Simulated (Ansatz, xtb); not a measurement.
Homolysis of single bonds, series Ga Cl-OH. Isolated molecules, 0 K electronic values unless said otherwise. One relaxed conformer stands for each flexible species; it need not be the lowest. Strings in code marks are SMILES.

Quantity: homolytic bond dissociation enthalpy at 298 K (no spin–orbit term), in eV. Enthalpy corrections at 298 K come from GFN2-xTB frequencies (xtb).

A: Ga–Cl bond of `[OH][Ga]([Cl])[Cl]` (H–O–Ga–Cl torsion 180°), giving `[Cl]` and `[OH][Ga][Cl]` (H–O–Ga–Cl torsion 180°)
B: O–Ga bond of `[OH][Ga]([Cl])[Cl]` (H–O–Ga–Cl torsion 180°), giving `[Cl][Ga][Cl]` and `[OH]`
C: Cl–Ga bond of `[Cl][Ga]([Cl])[Cl]`, giving `[Cl]` and `[Cl][Ga][Cl]`

Question: Order them by homolytic bond dissociation enthalpy at 298 K (no spin–orbit term) (lowest first) at the level frozen-core CCSD(T)/cc-pVTZ // PBE0-D4/def2-TZVP (Ansatz, an electronic-structure program).

Answer: C (4.29 eV), A (4.36 eV), B (4.55 eV)
